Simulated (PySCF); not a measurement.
```xyz
2

O     0.0000    0.0000   -1.0160
S     0.0000    0.0000    0.5080
```

Basis set: cc-pVTZ on O; cc-pV(T+d)Z on S (spherical functions). Correlated methods keep 6 orbitals frozen. Charge 2, multiplicity 1.

Starred EOM-CCSD(T)(a) on the restricted Hartree–Fock determinant with PySCF 2.14.0; the energies are vertical.

The solver was asked for the few lowest roots only. Give the electron affinities of singlet SO(2+) among them whose weight of singles is over 0.7 (positive where the electron binds).

```csv
root,energy (eV),weight of singles
1,19.57,0.97
2,19.57,0.97
3,14.27,0.97
```

Higher main lines weren't sought. Caution: large amplitudes, a single reference is doubtful.
